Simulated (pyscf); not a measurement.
Optimised with ωB97X-D3(BJ)/def2-SVP in PySCF. Correlated levels are frozen-core, on RHF or UHF. ΔMP2 is the change of the MP2 total energy from the triple- to the quadruple-zeta basis.

SMILES: [SiH2](C=C)C
```xyz
12

C     -1.4554    -0.2235    -2.5088
C     -1.5824     0.6661    -1.5171
Si    -0.1350     1.3274    -0.5236
C      1.4801     0.5646    -1.1086
H     -2.3189    -0.5942    -3.0747
H     -0.4795    -0.6270    -2.8055
H     -2.5938     1.0238    -1.2782
H     -0.3514     1.0285     0.9263
H     -0.0805     2.8165    -0.6582
H      1.6684     0.8025    -2.1676
H      1.4614    -0.5314    -0.9987
H      2.3264     0.9503    -0.5186
```

### Question
How much does it cost (ΔH, 298 K, CCSD(T)/def2-TZVPP + ΔMP2(QZVPP)) to split `[CH2]=[CH][SiH2][CH3]` at its C–Si bond into [H₂C–CH=SiH₂]• + CH₃•?

### Answer
C–Si to [H₂C–CH=SiH₂]• + CH₃•: 366.8 kJ/mol. The radicals are drawn with the spin at the cut bond; how far it spreads was not checked. Other isomers of [H₂C–CH=SiH₂]• were not searched in full and may lie lower. The CCSD(T) − MP2 part came from Ansatz, without density fitting, on the same reference. A UHF reference is spin-contaminated (<S²> up to 0.91), which harms MP2 most.
